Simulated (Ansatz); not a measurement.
# How methods differ on S2 (sulfur dimer)

S2: 2 atoms, total charge 0, spin state triplet. SMILES: `S=S`. Geometry: the measured bond length.

```xyz
2

S     0.0000    0.0000    0.0000
S     0.0000    0.0000    1.8892
```

Each level gives the energy change with the S1–S2 bond stretched from 1.889 to 2.361 Å (eV). The values are calculated.

```tsv
level	kind	program	value (eV)
UHF/STO-3G	Hartree–Fock	Ansatz	1.36
USVWN5/STO-3G	LDA	Ansatz	1.70
U-revPBE/STO-3G	GGA	Ansatz	1.45
U-r2SCAN/STO-3G	meta-GGA	Ansatz	1.72
UPBE0/STO-3G	global hybrid	Ansatz	2.01
UCAM-B3LYP/STO-3G	range-separated hybrid	Ansatz	2.03
UB2PLYP/STO-3G	double hybrid	Ansatz	1.97
RPA@PBE/STO-3G	RPA	Ansatz	1.10
UCCSDT(Q)/STO-3G	coupled cluster or CI	Ansatz	1.46
UCCSDT/STO-3G	coupled cluster or CI	Ansatz	1.46
```

The first shape isn't each level's own minimum. The values span 1.10 to 2.03 eV. Spin contamination of the reference (⟨S²⟩ at least 0.1 too high) touches UHF/STO-3G, UCCSDT(Q)/STO-3G, UCCSDT/STO-3G. The coupled-cluster rows rest on a doubtful reference here (large T1 or Brueckner and Hartree–Fock orbitals at odds), and rows may lie in different states. All rows use very small basis sets, so none should be taken for the real molecule's value.
